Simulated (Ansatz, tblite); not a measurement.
Cost and result up the ladder for SiH2Me(SiH3) (CH8Si2) (11 atoms). The state is a singlet with charge 0. Geometry: r2SCAN-D4/def2-SVP.

```xyz
11

Si   -0.491   -0.056    0.718
H    -0.349   -1.100    1.783
H    -1.326    1.052    1.284
C    -1.324   -0.787   -0.808
H    -2.319   -1.189   -0.557
H    -0.725   -1.608   -1.232
H    -1.455   -0.023   -1.590
Si    1.638    0.787    0.196
H     2.523   -0.310   -0.309
H     2.290    1.406    1.392
H     1.537    1.828   -0.876
```

Ansatz on 4 threads of Intel Xeon on a shared host; xTB runs through tblite on one thread. Times are rough, summed over both states, and most runs start from the orbitals of an earlier one. PBE0-D4/def2-TZVP serves as the yardstick here, not as an exact answer. The other state is a doublet.

The xTB rows come from tblite.

Raw xTB energies of ions are shifted by several eV.

```
                         level  functions  wall time
                      GFN2-xTB         30    0.019 s
                      GFN1-xTB         38    0.028 s
PBE-D4/def2-TZVP (with forces)        153      5.2 s
             PBE0-D4/def2-TZVP        153      6.1 s
           r2SCAN-D4/def2-TZVP        153      7.4 s
```

Question: Estimate what each level gives for the vertical IE (eV).

Answer: 
| level | vertical IE (eV) | difference from PBE0-D4/def2-TZVP (eV) |
| --- | --- | --- |
| GFN2-xTB | 12.52 | 2.47 |
| GFN1-xTB | 13.60 | 3.56 |
| PBE-D4/def2-TZVP (with forces) | 9.87 | -0.18 |
| PBE0-D4/def2-TZVP | 10.04 | 0.00 |
| r2SCAN-D4/def2-TZVP | 9.95 | -0.10 |
